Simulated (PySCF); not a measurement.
**Working out the ionisation energy of P**

P [Ne] 3s2 3p3 (4S) → P+ [Ne] 3s2 3p2 (3P). All numbers are calculated (PySCF 2.14, the spin-free X2C one-electron Hamiltonian (Gaussian nucleus), in cc-pVTZ-DK). Frozen: [Ne]. Energies in hartree (1 hartree = 27.21139 eV):

| part | P (lower) | P+ (upper) |
| --- | --- | --- |
| UHF | -341.531373 | -341.167468 |
| CCSD correlation | -0.100859 | -0.082341 |
| (T) | -0.003768 | -0.002273 |

Q: What does Hartree-Fock give?

A: (-341.167468) − (-341.531373) = 0.363905 hartree = 9.902 eV.

Q: What do CCSD and CCSD(T) give?

A: The CCSD correlation energies differ by 0.018518 hartree = 0.504 eV and the triples by 0.001495 hartree = 0.041 eV, so CCSD gives 10.406 eV and CCSD(T) 10.447 eV.

Measured between the centres of the two terms (NIST): 10.526 eV, so CCSD(T) (valence) is off by -0.079 eV.

What remains against the reference includes basis incompleteness, the frozen core and higher excitations.
